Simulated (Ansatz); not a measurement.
Relaxation of CH$_{4}$BN (7 atoms, charge 0, multiplicity 1), to a largest force component of 0.02 eV/Å in at most 40 steps.

Theory: RKS r2SCAN-D4/def2-SVP in Ansatz 0.2.0.

```xyz
7
Properties=species:S:1:pos:R:3
B -0.860 0.305 -0.602
C 0.321 0.094 0.309
N 0.849 -1.056 0.322
H -1.261 -0.508 -1.295
H -1.417 1.407 -0.653
H 0.707 0.920 0.926
H 1.723 -1.230 0.946
```

Where does it end, and by what steps?

It converged. After 6 steps the energy has fallen by 0.265 eV; H7 moved furthest, 0.10 Å.

| step | energy less start (eV) | largest force component (eV/Å) | accepted |
| --- | --- | --- | --- |
| 0 | 0.0000 | 2.389 | yes |
| 1 | -0.2200 | 0.833 | yes |
| 2 | -0.2068 | 0.636 | no |
| 3 | -0.2633 | 0.087 | yes |
| 4 | -0.2636 | 0.156 | yes |
| 5 | -0.2645 | 0.023 | yes |
| 6 | -0.2645 | 0.007 | yes |

```xyz
7
Properties=species:S:1:pos:R:3
B -0.886 0.344 -0.623
C 0.350 0.073 0.309
N 0.879 -1.102 0.306
H -1.288 -0.553 -1.320
H -1.420 1.427 -0.638
H 0.752 0.883 0.956
H 1.674 -1.139 0.963
```

Whether the end is a true minimum wasn't checked by a vibrational analysis.

The run took 12 s on 1 thread of Arm Neoverse V1, with other jobs on the host, peak memory 0.11 GiB.
